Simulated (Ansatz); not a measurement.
PPPP tetrahedron (P4): single points at one geometry.

```yaml
crystal:
  periodic: [false, false, false]
  atoms:
    - {symbol: P, position_ang: [1.237007, 0.508452, 0.014867]}
    - {symbol: P, position_ang: [-0.533771, 0.090076, 1.223033]}
    - {symbol: P, position_ang: [0.050131, -1.284034, -0.371093]}
    - {symbol: P, position_ang: [-0.753377, 0.685506, -0.866807]}
basis:
  gaussian: {orbitals: def2-TZVP, initial_orbitals: start.molden}
hamiltonian: {xc: {name: PBE-QIDH}}
scf: {omitted_lower_state_checks: [starts]}
```

The file start.molden holds the orbitals of an earlier run on this structure, at another level or in another basis.

```sh
$ ansatz run in.yaml --threads 4 --pin off --events-out ev --progress --plain --max-ram 3916MiB
```

Output, abridged:

```
Functional definition: PBE-QIDH
886 factors; integrals over basis functions are off by at most 3.4e-4 eV
mean field evaluation 1: about -37126.9554 eV, gradient 2.3e1 eV
mean field evaluation 2: about -37127.2118 eV, gradient 3.4e-1 eV
mean field evaluation 4: about -37128.1112 eV, gradient 2.6e-2 eV
mean field evaluation 8: about -37128.1116 eV, gradient 1.3e-6 eV
mean field -37128.11163630 eV, -1364.4329362959 hartree, gradient 2.6e-6 eV, S^2 0.000000; 0 other end points of the search recorded, 0 dependent functions left out
20 core orbitals not correlated: weight in the atoms' cores, before any rotation towards them, 1.000 or more for the frozen orbitals, at most 0.000 for the correlated occupied ones
reference -37128.11164612 eV, -1364.4329366570 hartree; 10, 10 occupied and 118, 118 virtual orbitals, 886 factors
second order -18.26677255 eV of doubles, -0.00000000 eV of singles
Total energy: -37134.20057030 eV, -1364.6567004935 hartree
Checks for a lower state left out: starts
```

Run time 2.5 s (4 threads of Arm Neoverse V1 on a shared host).

First input, but with `gaussian: {orbitals: def2-TZVPP, initial_orbitals: start.molden}`, `correlation: {method: ccsd_t}`, `output: {orbitals: {seedname: orbitals}}` and without the key `hamiltonian` (abridged; 9.5 s):

```
Functional definition: HF
mean field -37089.93764246 eV, -1363.0300678978 hartree, gradient 3.4e-6 eV, S^2 0.000000
20 core orbitals not correlated: weight in the atoms' cores, before any rotation towards them, 1.000 or more for the frozen orbitals, at most 0.000 for the correlated occupied ones
second order -15.94785934 eV of doubles, -0.00000000 eV of singles
cycle   1  -15.58634193 eV  change    3.6e-1 eV  update   1.4e-1
cycle   2  -16.22319797 eV  change   -6.4e-1 eV  update   4.3e-2
cycle   3  -16.33843916 eV  change   -1.2e-1 eV  update   1.8e-2
cycle   4  -16.32697252 eV  change    1.1e-2 eV  update   5.0e-3
cycle   5  -16.32888488 eV  change   -1.9e-3 eV  update   2.3e-3
cycle   6  -16.32770134 eV  change    1.2e-3 eV  update   6.5e-4
cycle   7  -16.32750279 eV  change    2.0e-4 eV  update   2.1e-4
cycle   8  -16.32759029 eV  change   -8.7e-5 eV  update   5.1e-5
cycle   9  -16.32756792 eV  change    2.2e-5 eV  update   1.5e-5
cycle  10  -16.32755578 eV  change    1.2e-5 eV  update   3.2e-6
perturbative correction -1.23613040 eV, -0.0454269542 hartree
Total energy: -37107.50132864 eV, -1363.6755214597 hartree
Checks for a lower state left out: starts
```

First input, but with `hamiltonian: {xc: {name: B3LYP}, dispersion: d4}`, `output: {orbitals: {seedname: orbitals}}` (abridged; 1.3 s):

```
Functional definition: B3LYP
mean field -37159.01000286 eV, -1365.5684303236 hartree, gradient 4.6e-5 eV, S^2 0.000000
Total energy: -37159.42177645 eV, -1365.5835627240 hartree
Checks for a lower state left out: starts
```

The first input with `hamiltonian: {xc: {name: r2SCAN0}, dispersion: d4}`, `output: {orbitals: {seedname: orbitals}}` (abridged; 2.7 s):

```
Functional definition: r2SCAN0
mean field -37154.34537517 eV, -1365.3970084178 hartree, gradient 1.4e-5 eV, S^2 0.000000
Total energy: -37154.40429870 eV, -1365.3991738174 hartree
Checks for a lower state left out: starts
```

First input, but with `hamiltonian: {xc: pbe0, dispersion: d4}`, `output: {orbitals: {seedname: orbitals}}` (abridged; 1.2 s):

```
Functional definition: PBE0
mean field -37143.78774338 eV, -1365.0090226055 hartree, gradient 3.8e-5 eV, S^2 0.000000
Total energy: -37143.99127550 eV, -1365.0165022732 hartree
Checks for a lower state left out: starts
```

The first input with `gaussian: {orbitals: STO-3G}`, `hamiltonian: {xc: hf}`, `output: {orbitals: {seedname: orbitals}}` (abridged; 0.1 s):

```
Functional definition: HF
mean field -36671.41262815 eV, -1347.6495573082 hartree, gradient 1.8e-5 eV, S^2 0.000000
Total energy: -36671.41262815 eV, -1347.6495573082 hartree
Checks for a lower state left out: starts
```

The first input with `gaussian: {orbitals: def2-SVP, initial_orbitals: start.molden}`, `hamiltonian: {xc: pbe, dispersion: d4}`, `output: {orbitals: {seedname: orbitals}}` (abridged; 0.5 s):

```
Functional definition: PBE
mean field -37127.76456922 eV, -1364.4201818161 hartree, gradient 1.3e-5 eV, S^2 0.000000
Total energy: -37128.00912562 eV, -1364.4291690981 hartree
Checks for a lower state left out: starts
```

Geometry: PBE0-D4/def2-TZVP.

B3LYP takes the VWN-RPA correlation. Correlated methods freeze 20 core orbitals.
